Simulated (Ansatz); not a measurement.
**CH₃BN− (SMILES BC=[N-]): Born-Oppenheimer dynamics**

Aim: follow the atoms for 30 steps of 0.5 fs with a Langevin thermostat, with velocities drawn for 700 K.

Method: Hartree-Fock/def2-SVP; program: Ansatz 0.2.0, Gaussian basis.

## Step 1: The starting structure

SMILES `BC=[N-]`, 6 atoms, charge -1, spin multiplicity 1.

Atoms are counted from 1 here; the program's logs count them from 0.

Bond lengths: B1–C2 1.540 Å, B1–H4 1.190 Å, B1–H5 1.199 Å, C2–N3 1.257 Å, C2–H6 1.179 Å. Angles: C2–B1–H4 122.3°, C2–B1–H5 120.9°, H4–B1–H5 116.8°, B1–C2–N3 129.5°, B1–C2–H6 113.0°, N3–C2–H6 117.4°.

Geometry (Å):

```xyz
6
CH3BN
B    -0.6154    0.2087   -0.4170
C     0.5901   -0.2462    0.4262
N     0.7349   -1.2838    1.1213
H    -1.6114   -0.4366   -0.5016
H    -0.5882    1.2431   -1.0218
H     1.4900    0.5149    0.3929
```

## Step 2: The run

Contents of md/in.yaml:

```yaml
crystal:
  periodic: [false, false, false]
  atoms:
    - {symbol: B, position_ang: [-0.615420, 0.208700, -0.416980]}
    - {symbol: C, position_ang: [0.590120, -0.246200, 0.426170]}
    - {symbol: N, position_ang: [0.734860, -1.283850, 1.121310]}
    - {symbol: H, position_ang: [-1.611350, -0.436650, -0.501630]}
    - {symbol: H, position_ang: [-0.588210, 1.243150, -1.021800]}
    - {symbol: H, position_ang: [1.489990, 0.514860, 0.392930]}
basis:
  gaussian: {orbitals: def2-SVP}
total_charge: -1
hamiltonian: {xc: hf}
md: {n_steps: 30, timestep: 0.5, temperature: 700, ensemble: nvt_langevin, seed: 359, friction: 0.01, initial_velocities: maxwell_boltzmann}
```

The run is started by

```sh
ansatz run in.yaml --threads 2 --pin off --events-out ev --progress --plain --max-ram 3481MiB
```

What does the calculation give? Wanted: temperature at the start; mean temperature, second half; lowest and highest potential energy, from the first frame; largest change of potential + kinetic.

As calculated:

| quantity | value |
| --- | --- |
| length | 30 steps, 15.0 fs |
| temperature at the start | 583 K |
| mean temperature, second half | 356 K |
| lowest and highest potential energy, from the first frame | 0 and 402 meV |
| largest change of potential + kinetic | 92.4 meV |

What this shows: The thermostat trades energy with the molecule, so the sum of potential and kinetic energy isn't conserved: it changes by +21 meV over the run. The mean temperature of the second half is still well below the 700 K set. With 6 atoms the instant temperature spans 128 to 601 K. The bonding pattern stays as it was. Under Langevin the temperature counts 3N degrees of freedom, more than the drawn velocities fill, so it starts at 583 K, not 700 K.
